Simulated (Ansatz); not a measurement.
**SiNH (triplet): wave-function methods side by side at distance Si1–N2 = 3.634 Å, 6-31G**

Aim: climb from Hartree-Fock through coupled cluster and multireference methods for SiNH (triplet) at one geometry and basis, and see what each rung misses.

Method: 6-31G, core rule «outside noble gas», up to 6 orbitals frozen; program: Ansatz 0.2.0, Gaussian basis.

To be run: UHF; CCSD(T) on ROHF; CCSD(T) on UHF; BCCD(T) on ROHF; CISD; CCSDT(Q) on ROHF; CCSDT(Q) on UHF; CCSDTQ on ROHF; CCSDTQ on UHF; CASSCF and MRCISD+Q, 4 electrons in 4 orbitals; CASSCF and NEVPT2, 4 electrons in 4 orbitals; CASSCF and MRCISD+Q, 10 electrons in 9 orbitals; CASSCF and NEVPT2, 10 electrons in 9 orbitals; Full CI.

3 further runs of the same task are left out: 2 for a known fault of the program, 1 that didn't finish.

## (1) The geometry

The geometry derives from a PBE0/def2-TZVP stationary point (not a proven minimum). One bond is set to the value named and the two fragments are kept rigid.

3 atoms, charge 0, spin multiplicity 3.

Atoms are counted from 1 here; the program's logs count them from 0.

Bond lengths: Si1–H3 1.520 Å.

## (2) UHF

Input file in.yaml:

```yaml
crystal:
  periodic: [false, false, false]
  atoms:
    - {symbol: Si, position_ang: [0.000000, -0.174480, 1.155779]}
    - {symbol: N, position_ang: [0.000000, 0.265553, -2.451482]}
    - {symbol: H, position_ang: [0.000000, 1.171530, 1.861767]}
basis:
  gaussian: {orbitals: 6-31G}
magnetization: {spin_polarized: true, initial_magnetization: 2}
hamiltonian: {xc: hf}
output: {orbitals: {seedname: orbitals}}
```

Launch:

```bash
$ ansatz run in.yaml --threads 1 --pin off --events-out ev --progress --plain --max-ram 4096MiB --backend cpu
```

Further steps of the session: CCSD(T) on ROHF; CCSD(T) on UHF; BCCD(T) on ROHF; CISD; CCSDT(Q) on ROHF; CCSDT(Q) on UHF; CCSDTQ on ROHF; CCSDTQ on UHF; CASSCF and MRCISD+Q, 4 electrons in 4 orbitals; CASSCF and NEVPT2, 4 electrons in 4 orbitals; CASSCF and MRCISD+Q, 10 electrons in 9 orbitals; CASSCF and NEVPT2, 10 electrons in 9 orbitals; Full CI.

**Question.** What will the summary of the whole plan be? Wanted: FCI below the RHF energy; RMP2 from FCI; UMP2 from FCI; RCCSD from FCI; RCCSD(T) from FCI; UCCSD(T) from FCI; RCCSDT(Q) from FCI; UCCSDT(Q) from FCI; NEVPT2 pair from FCI.

**Answer**, as computed:

```
                         quantity                                                                                                                        value
         FCI below the RHF energy                                                                                                                   -6.0311 eV
                    RMP2 from FCI                                                                                                                  +2386.6 meV
                    UMP2 from FCI                                                                                                                   +657.2 meV
                   RCCSD from FCI                                                                                                                    +86.6 meV
                RCCSD(T) from FCI                                                                                                                    +43.2 meV
                UCCSD(T) from FCI                                                                                                                    +25.1 meV
               RCCSDT(Q) from FCI                                                                                                                     -2.7 meV
               UCCSDT(Q) from FCI                                                                                                                     +0.1 meV
             NEVPT2 pair from FCI                                                                                                                   +702.8 meV
           MRCISD+Q pair from FCI                                                                                                                     -7.9 meV
          NEVPT2 valence from FCI                                                                                                                   +479.2 meV
levels within 1 kcal/mol (43 meV)  UCCSD, RCCSD(T), UCCSD(T), BCCD(T), RCCSDT, UCCSDT, RCCSDT(Q), UCCSDT(Q), RCCSDTQ, UCCSDTQ, MRCISD+Q pair, MRCISD+Q valence
                    T1 diagnostic                                                                                                                        0.250
   effectively unpaired electrons                                                                                                                         3.85
```

In words: RCCSD(T) lands +43.2 meV from the yardstick (0.7 % of the correlation energy). RCCSDT(Q), MRCISD+Q pair fall below full CI, which methods that aren't variational can do. With 3.8 effectively unpaired electrons against 2 the state is strongly multireference. Coupled cluster on one determinant still stays close here. Of the multireference levels listed MRCISD+Q pair comes nearest in total energy (-7.9 meV), which doesn't show that its space is the better one. Coupled cluster took another determinant than the lowest Hartree-Fock one. These misses are within one basis, not against nature; the frozen cores of restricted and unrestricted runs differ, which can shift their rows.
